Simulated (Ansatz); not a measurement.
Ansatz (a quantum-chemistry and plane-wave program) input (PBE/LANL2DZ): The .json file is the Basis Set Exchange's LANL2DZ.

Ansatz 0.2 input:
```yaml
crystal:
  periodic: [false, false, false]
  atoms:
    - {symbol: C, position_ang: [-0.00009993, -0.00095442, 0.31517980]}
    - {symbol: C, position_ang: [-0.01085219, -0.76561157, -0.93063144]}
    - {symbol: C, position_ang: [0.01144086, 0.77123367, -0.92597056]}
    - {symbol: C, position_ang: [-0.00051703, -0.00493794, 1.63067274]}
    - {symbol: H, position_ang: [-0.92882004, -1.25538122, -1.23503907]}
    - {symbol: H, position_ang: [0.89268877, -1.28180502, -1.23454154]}
    - {symbol: H, position_ang: [0.92960062, 1.26283615, -1.22682425]}
    - {symbol: H, position_ang: [-0.89190819, 1.28925995, -1.22732177]}
    - {symbol: H, position_ang: [-0.01412041, -0.93212254, 2.19130493]}
    - {symbol: H, position_ang: [0.01272905, 0.91883428, 2.19691844]}
basis:
  gaussian:
    orbitals: LANL2DZ.json
hamiltonian:
  xc: {name: PBE}
output: {forces: true}
```

Output:

```
WARN ansatz: RAYON_NUM_THREADS=1 ignored (pool sized by the plan → 1); use --threads N
Functional definition: PBE
integrals: 0.01 GiB planned
618 factors; integrals over basis functions are off by at most 5.2e-4 eV
mean field: 0.09 GiB planned
mean field evaluation 1: about -4227.9876 eV, gradient 5.5e1 eV
mean field evaluation 2: about -4218.5467 eV, gradient 8.1e1 eV
mean field evaluation 4: about -4237.2861 eV, gradient 5.8e0 eV
mean field evaluation 8: about -4237.3027 eV, gradient 4.1e-2 eV
mean field -4237.30268119 eV, -155.7180013869 hartree, gradient 1.0e-5 eV, S^2 0.000000; 0 other end points of the search recorded, 0 dependent functions left out
the calculation of the forces begins
reference -4237.30270923 eV, -155.7180024172 hartree; 15, 15 occupied and 33, 33 virtual orbitals, 618 factors
Total energy: -4237.30270923 eV, -155.7180024172 hartree
Atom 0 at    -0.000100    -0.000954     0.315180 Å, force    -0.000017    -0.000164     0.054305 eV/Å
Atom 1 at    -0.010852    -0.765612    -0.930631 Å, force    -0.012718    -0.887951    -0.595418 eV/Å
Atom 2 at     0.011441     0.771234    -0.925971 Å, force     0.013094     0.891541    -0.590021 eV/Å
Atom 3 at    -0.000517    -0.004938     1.630673 Å, force    -0.000379    -0.003616     1.194279 eV/Å
Atom 4 at    -0.928820    -1.255381    -1.235039 Å, force    -0.311595    -0.234398    -0.154453 eV/Å
Atom 5 at     0.892689    -1.281805    -1.234542 Å, force     0.304749    -0.243339    -0.154284 eV/Å
Atom 6 at     0.929601     1.262836    -1.226824 Å, force     0.311693     0.235328    -0.152832 eV/Å
Atom 7 at    -0.891908     1.289260    -1.227322 Å, force    -0.304652     0.244269    -0.153001 eV/Å
Atom 8 at    -0.014120    -0.932123     2.191305 Å, force    -0.005567    -0.378616     0.274567 eV/Å
Atom 9 at     0.012729     0.918834     2.196918 Å, force     0.005393     0.376946     0.276858 eV/Å
Dipole moment:     0.000030     0.000289    -0.095493 e Å
```
